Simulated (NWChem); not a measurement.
System: allene (C₃H₄); SMILES C=C=C

NWChem input:

```
start job
memory heap 200 mb stack 900 mb global 1100 mb
geometry units angstroms noautosym nocenter noautoz
  C      0.000000     0.000000     1.316492
  C      0.000000     0.000000     0.000000
  C      0.000000     0.000000    -1.316492
  H     -0.666259     0.666259     1.890869
  H      0.666259    -0.666259     1.890869
  H     -0.666259    -0.666259    -1.890869
  H      0.666259     0.666259    -1.890869
end
basis spherical
  C library def2-svp
  H library def2-svp
end
dft
  xc slater vwn_5
  iterations 150
end
tddft
  nroots 8
  notriplet
end
task tddft energy
```

Parts of the log:

```
             Northwest Computational Chemistry Package (NWChem) 7.3.0
             --------------------------------------------------------

                             Geometry "geometry" -> ""
                             -------------------------

 Output coordinates in angstroms (scale by  1.889725989 to convert to a.u.)

  No.       Tag          Charge          X              Y              Z
 ---- ---------------- ---------- -------------- -------------- --------------
    1 C                    6.0000     0.00000000     0.00000000     1.31649200
    2 C                    6.0000     0.00000000     0.00000000     0.00000000
    3 C                    6.0000     0.00000000     0.00000000    -1.31649200
    4 H                    1.0000    -0.66625900     0.66625900     1.89086900
    5 H                    1.0000     0.66625900    -0.66625900     1.89086900
    6 H                    1.0000    -0.66625900    -0.66625900    -1.89086900
    7 H                    1.0000     0.66625900     0.66625900    -1.89086900

 Effective nuclear repulsion energy (a.u.)      58.5857781409

                                 NWChem DFT Module
                                 -----------------

 Summary of "ao basis" -> "ao basis" (spherical)
 ------------------------------------------------------------------------------
       Tag                 Description            Shells   Functions and Types
 ---------------- ------------------------------  ------  ---------------------
 C                          def2-svp                 6       14   3s2p1d
 H                          def2-svp                 3        5   2s1p

            General Information
            -------------------
          SCF calculation type: DFT
          Wavefunction type:  closed shell.
          No. of atoms     :     7
          No. of electrons :    22
           Alpha electrons :    11
            Beta electrons :    11
          Charge           :     0
          Spin multiplicity:     1
          Use of symmetry is: off; symmetry adaption is: off
          Maximum number of iterations: 150
          AO basis - number of functions:    62
                     number of shells:    30
          Convergence on energy requested:  1.00D-06
          Convergence on density requested:  1.00D-05
          Convergence on gradient requested:  5.00D-04

              XC Information
              --------------
                        Slater Exchange Functional  1.000 local
                      VWN V Correlation Functional  1.000 local

             Grid Information
             ----------------
          Grid used for XC integration:  medium
          Radial quadrature: Mura-Knowles
          Angular quadrature: Lebedev.
          Tag              B.-S. Rad. Rad. Pts. Rad. Cut. Ang. Pts.
          ---              ---------- --------- --------- ---------
          C                   0.70       49          10.0       434
          H                   0.35       45          11.0       434
          Grid pruning is: on
          Number of quadrature shells:   327
          Spatial weights used:  Erf1

      Superposition of Atomic Density Guess
      -------------------------------------

 Sum of atomic energies:        -114.87154762

      Non-variational initial energy
      ------------------------------

 Total energy =    -116.546368
 1-e energy   =    -268.276725
 2-e energy   =      93.144579
 HOMO         =      -0.309452
 LUMO         =       0.017623

   convergence    iter        energy       DeltaE   RMS-Dens  Diis-err
 ---------------- ----- ----------------- --------- --------- ---------
 d= 0,ls=0.0,diis     1   -115.4385056915 -1.74D+02  1.50D-02  3.89D-01
 d= 0,ls=0.0,diis     2   -115.4633962285 -2.49D-02  3.72D-03  1.77D-02
 d= 0,ls=0.0,diis     3   -115.4575377111  5.86D-03  2.92D-03  6.11D-02
 d= 0,ls=0.0,diis     4   -115.4657641031 -8.23D-03  5.97D-04  1.35D-03
 d= 0,ls=0.0,diis     5   -115.4659435885 -1.79D-04  1.45D-04  7.72D-05
  Resetting Diis
 d= 0,ls=0.0,diis     6   -115.4659550811 -1.15D-05  6.22D-06  1.47D-07
 d= 0,ls=0.0,diis     7   -115.4659550983 -1.71D-08  9.03D-07  1.27D-09

[...]

                                NWChem TDDFT Module
                                -------------------

            General Information
            -------------------
           No. of orbitals :     124
            Alpha orbitals :      62
             Beta orbitals :      62
        Alpha frozen cores :       0
         Beta frozen cores :       0
     Alpha frozen virtuals :       0
      Beta frozen virtuals :       0
         Spin multiplicity :       1
    Number of AO functions :      62
        Use of symmetry is : off
      Symmetry adaption is : off
         Schwarz screening :  0.10D-07

              XC Information
              --------------
                 Slater Exchange Functional   1.00 local
               VWN V Correlation Functional   1.00 local

             TDDFT Information
             -----------------
          Calculation type : TDDFT
         Wavefunction type : Restricted singlets
          No. of electrons :      22
           Alpha electrons :      11
            Beta electrons :      11
              No. of roots :       8
          Max subspacesize :    5600
            Max iterations :     100
               Target root :       1
           Target symmetry : none
      Symmetry restriction : off
                 Algorithm : Optimal
        Davidson threshold :  0.10D-03

    8 smallest eigenvalue differences (eV)
--------------------------------------------------------
  No. Spin  Occ  Vir  Irrep   E(Occ)    E(Vir)   E(Diff)
--------------------------------------------------------
    1    1   11   12 a        -0.240    -0.029     5.728
    2    1   11   13 a        -0.240    -0.029     5.728
    3    1   10   12 a        -0.240    -0.029     5.728
    4    1   10   13 a        -0.240    -0.029     5.728
    5    1   11   14 a        -0.240     0.062     8.200
    6    1   10   14 a        -0.240     0.062     8.200
    7    1   11   15 a        -0.240     0.075     8.576
    8    1   10   15 a        -0.240     0.075     8.576
--------------------------------------------------------

  Entering Davidson iterations
  Restricted singlet excited states

  Iter   NTrls   NConv    DeltaV     DeltaE      Time
  ----  ------  ------  ---------  ---------  ---------
    1      8       0     0.44E+00   0.10+100        0.4
    2     16       0     0.19E+00   0.35E-01        0.4
    3     32       0     0.38E-01   0.11E-01        0.7
    4     48       1     0.12E-01   0.59E-03        0.7
    5     62       2     0.59E-02   0.60E-04        0.7
    6     74       2     0.17E-02   0.11E-04        0.6
    7     86       2     0.50E-03   0.87E-06        0.6
    8     98       7     0.19E-03   0.53E-07        0.6
    9    100       8     0.92E-04   0.61E-08        0.2
  ----  ------  ------  ---------  ---------  ---------
  Convergence criterion met

  Ground state a        -115.465955098281 a.u.

  ----------------------------------------------------------------------------
  Root   1 singlet a              0.211699730 a.u.                5.7606 eV
  ----------------------------------------------------------------------------
     Transition Moments    X  0.00000   Y  0.00000   Z -0.00000
     Dipole Oscillator Strength                    0.0000000000
     Electric Quadrupole                           0.0000000000
     Magnetic Dipole                               0.0000022053
     Total Oscillator Strength                     0.0000022053

     Occ.   10  a   ---  Virt.   12  a   -0.70706 X
     Occ.   11  a   ---  Virt.   13  a   -0.70706 X
  ----------------------------------------------------------------------------
  Root   2 singlet a              0.220625572 a.u.                6.0035 eV
  ----------------------------------------------------------------------------
     Transition Moments    X  0.00000   Y  0.00000   Z -0.00000
     Dipole Oscillator Strength                    0.0000000000
     Electric Quadrupole                           0.0000000214
     Magnetic Dipole                               0.0000000000
     Total Oscillator Strength                     0.0000000214

     Occ.   10  a   ---  Virt.   12  a   -0.70727 X
     Occ.   11  a   ---  Virt.   13  a    0.70727 X
  ----------------------------------------------------------------------------
  Root   3 singlet a              0.262097792 a.u.                7.1320 eV
  ----------------------------------------------------------------------------
     Transition Moments    X -0.00000   Y -0.00000   Z -0.00000
     Dipole Oscillator Strength                    0.0000000000
     Electric Quadrupole                           0.0000000011
     Magnetic Dipole                               0.0000000000
     Total Oscillator Strength                     0.0000000011

     Occ.    8  a   ---  Virt.   12  a   -0.15739 X
     Occ.    9  a   ---  Virt.   13  a    0.15739 X
     Occ.   10  a   ---  Virt.   13  a   -0.68388 X
     Occ.   10  a   ---  Virt.   13  a    0.07467 Y
     Occ.   10  a   ---  Virt.   16  a   -0.08352 X
     Occ.   11  a   ---  Virt.   12  a    0.68388 X
     Occ.   11  a   ---  Virt.   12  a   -0.07467 Y
     Occ.   11  a   ---  Virt.   17  a   -0.08352 X
  ----------------------------------------------------------------------------
  Root   4 singlet a              0.303356165 a.u.                8.2547 eV
  ----------------------------------------------------------------------------
     Transition Moments    X  0.00000   Y -0.00000   Z  2.38636
     Dipole Oscillator Strength                    1.1516871528
     Electric Quadrupole                           0.0000000444
     Magnetic Dipole                               0.0000000000
     Total Oscillator Strength                     1.1516871972

[...]
```

Level: LDA (Slater exchange, VWN5)/def2-SVP, full TDDFT. Coordinates come from a PBE-D3(BJ)/def2-SVP optimisation.
